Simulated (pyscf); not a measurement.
Structures and frequencies: ωB97X-D3(BJ)/def2-SVP in PySCF. MP2 and CC: frozen core, UHF for open shells. ΔMP2 is the change of the MP2 total energy from the triple- to the quadruple-zeta basis.

Problem. Estimate by transition-state theory (the high-pressure limit) the rate constant of O=Si: [singlet] + HF -> O=SiH–F (singlet surface; F–H broken, F–Si, H–Si formed) at 900 K, with CCSD(T)/def2-TZVPP + ΔMP2(QZVPP) energies (ideal gas, 1 atm, RRHO with modes under 100 cm⁻¹ raised to 100, one conformer, R ln 2 for rigid chiral ones; no tunnelling).

Solution. The electronic barrier is 38.6 kcal/mol and the thermal terms add +22.9, so ΔG‡ = 61.5 kcal/mol. With k_BT/h = 1.88e+13 s⁻¹ and RT = 1.788 kcal/mol, and a volume of 1.23e-19 cm³ per molecule at 1 atm, k = 2.7e-21 cm³ molecule⁻¹ s⁻¹. The product is born with the 73 kcal/mol of the reverse barrier and needs collisions to keep. Wigner's tunnelling factor for 1525i cm⁻¹ would be 1.25. A shift of 1 kcal/mol in the barrier changes k by a factor 1.7. The same reactants have a lower exit, to HO–Si:–F [singlet] (barrier -3.7 kcal/mol at ωB97M-D3(BJ), against +35.2 kcal/mol here). O=SiH–F lies 15.8 kcal/mol over its isomer HO–Si:–F [singlet], and others may lie lower still (electronic energy, ωB97M-D3(BJ)). This is the saddle that the search found; another between the same sides may lie lower. The CCSD(T) − MP2 part came from Ansatz, without density fitting, on the same reference.
